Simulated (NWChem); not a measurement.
# C5H6 (pent-3-en-1-yne) at SVWN5/jorge-DZP

What is the vertical ionisation energy of C5H6 (pent-3-en-1-yne) at SVWN5/jorge-DZP? 

The results are computed with NWChem 7.3.0.

## 1. Starting point

C5H6: 11 atoms, total charge 0, spin state singlet. As SMILES, `C#C/C=C/C`. The shape is that of a PBE0-D4/def2-TZVP optimisation.

Bond lengths: C1–C2 1.204 Å, C2–C3 1.417 Å, C3–C4 1.335 Å, C4–C5 1.485 Å, C1–H6 1.064 Å, C3–H7 1.088 Å, C4–H8 1.087 Å, C5–H9 1.091 Å, C5–H10 1.095 Å, C5–H11 1.095 Å. Some angles: C1–C2–C3 178.4°, C2–C3–C4 124.1°, C3–C4–C5 124.4°, C2–C1–H6 179.5°, C2–C3–H7 116.4°, C4–C3–H7 119.5°, C3–C4–H8 118.4°, C5–C4–H8 117.2°, C4–C5–H9 111.7°, C4–C5–H10 110.9°.

## 2. A single-point energy at SVWN5/jorge-DZP

c5h6.xyz reads:

```xyz
11
C5H6 energy
C     -1.516600     1.700600     2.003600
C     -0.739100     1.143700     1.272900
C      0.204200     0.511000     0.426200
C     -0.092900    -0.483100    -0.413900
C      0.889700    -1.151100    -1.304600
H     -2.210500     2.187700     2.646400
H      1.227200     0.877200     0.483800
H     -1.121000    -0.834000    -0.456000
H      1.889700    -0.729500    -1.189400
H      0.593600    -1.055200    -2.354300
H      0.941200    -2.224300    -1.094000
```

c5h6.nw reads:

```
start c5h6
title "C5H6 energy"
memory 2200 mb
geometry units angstrom noautosym nocenter noautoz
 load c5h6.xyz
end
basis spherical bse
 C library jorge-DZP
 H library jorge-DZP
end
dft
 xc slater vwn_5
 grid fine
 convergence energy 1e-08
 maxiter 100
 mulliken
 noprint "final vectors analysis"
end
task dft energy
```

On the command line:

```console
nwchem c5h6.nw > c5h6.out
```

Standard output:

```text
[...]
          Wavefunction type:  closed shell.
          No. of atoms     :    11
          No. of electrons :    36
[...]
          Charge           :     0
          Spin multiplicity:     1
[...]
          AO basis - number of functions:   105
[...]
              XC Information
              --------------
                        Slater Exchange Functional  1.000 local
                      VWN V Correlation Functional  1.000 local
[...]
 d= 0,ls=0.0,diis     1   -192.1752507428 -3.31D+02  9.68D-03  1.40D+00     4.4
[...]
 d= 0,ls=0.0,diis    13   -192.2322074075 -5.60D-11  4.59D-08  1.62D-11    35.3
         Total DFT energy =     -192.232207407480
      One electron energy =     -533.766555690541
           Coulomb energy =      230.117539098408
    Exchange-Corr. energy =      -27.328328707518
 Nuclear repulsion energy =      138.745137892171
[...]
      Total Density - Mulliken Population Analysis
     ---------------------------------------------
    Atom       Charge   Shell Charges
 -----------   ------   -------------------------------------------------------
    1 C    6     6.13   0.91  1.06  0.68  0.47  2.45  0.54  0.02
    2 C    6     6.08   0.91  1.06  0.69  0.44  2.45  0.49  0.04
    3 C    6     6.00   0.91  1.06  0.70  0.36  2.54  0.37  0.05
    4 C    6     6.08   0.91  1.06  0.70  0.46  2.48  0.42  0.05
    5 C    6     6.23   0.91  1.06  0.69  0.38  2.62  0.53  0.04
    6 H    1     0.90   0.70  0.17  0.03
    7 H    1     0.96   0.71  0.23  0.02
    8 H    1     0.97   0.71  0.24  0.02
    9 H    1     0.91   0.70  0.19  0.02
   10 H    1     0.88   0.69  0.16  0.02
[...]
```

Wall time 37 s (1 thread of AMD EPYC 7R43 (Zen 3), shared host); peak memory 0.11 GiB.

## 3. The doublet cation

test.nw reads:

```
start test
title "C5H6"
memory stack 880 mb heap 220 mb global 1100 mb
charge 1

geometry noautosym nocenter noautoz
 C    -1.516600    1.700600    2.003600
 C    -0.739100    1.143700    1.272900
 C     0.204200    0.511000    0.426200
 C    -0.092900   -0.483100   -0.413900
 C     0.889700   -1.151100   -1.304600
 H    -2.210500    2.187700    2.646400
 H     1.227200    0.877200    0.483800
 H    -1.121000   -0.834000   -0.456000
 H     1.889700   -0.729500   -1.189400
 H     0.593600   -1.055200   -2.354300
 H     0.941200   -2.224300   -1.094000
end

basis spherical bse
 * library jorge-DZP
end

dft
 xc slater vwn_5
 mult 2
 grid fine
 convergence energy 1e-08
 maxiter 100
 mulliken
 noprint "final vectors analysis"
end

task dft energy
```

On the command line:

```console
nwchem test.nw > test.out
```

Standard output:

```text
[...]
          Wavefunction type:  spin polarized.
          No. of atoms     :    11
          No. of electrons :    35
[...]
          Charge           :     1
          Spin multiplicity:     2
[...]
          AO basis - number of functions:   105
[...]
              XC Information
              --------------
                        Slater Exchange Functional  1.000 local
                      VWN V Correlation Functional  1.000 local
[...]
 d= 0,ls=0.0,diis     1   -191.8290781184 -3.31D+02  5.03D-03  5.04D-01     4.9
[...]
 d= 0,ls=0.0,diis    14   -191.9050091845 -5.22D-09  2.06D-07  7.41D-10    56.1
[...]
         Total DFT energy =     -191.905009184518
      One electron energy =     -525.437617340551
           Coulomb energy =      221.799283986436
    Exchange-Corr. energy =      -27.011813722575
 Nuclear repulsion energy =      138.745137892171
[...]
      Total Density - Mulliken Population Analysis
     ---------------------------------------------
    Atom       Charge   Shell Charges
 -----------   ------   -------------------------------------------------------
    1 C    6     5.90   0.91  1.06  0.72  0.52  2.35  0.32  0.02
    2 C    6     5.99   0.91  1.06  0.70  0.45  2.43  0.40  0.04
    3 C    6     5.90   0.91  1.06  0.72  0.39  2.50  0.27  0.05
    4 C    6     5.99   0.91  1.06  0.73  0.50  2.40  0.34  0.06
    5 C    6     6.23   0.91  1.06  0.69  0.40  2.63  0.50  0.03
    6 H    1     0.81   0.67  0.11  0.03
    7 H    1     0.86   0.69  0.15  0.02
    8 H    1     0.88   0.69  0.16  0.02
    9 H    1     0.85   0.69  0.14  0.02
   10 H    1     0.79   0.67  0.10  0.02
[...]
      <S2> =      0.7520 (Exact =     0.7500)
[...]
```

It took 57 s on 1 thread of AMD EPYC 7R43 (Zen 3), shared host; peak memory 0.11 GiB.

## 4. What came out

Level: SVWN5/jorge-DZP.

| quantity | value |
| --- | --- |
| singlet C5H6: total energy | -192.23221 Eh |
| singlet C5H6: dipole moment | 1.19 D |
| doublet cation: total energy | -191.90501 Eh |
| doublet cation: ⟨S²⟩ | 0.752 |
| vertical ionisation energy (to the doublet cation) | 8.904 eV |

**Reading.** The vertical ionisation energy comes to 8.90 eV (205 kcal/mol).
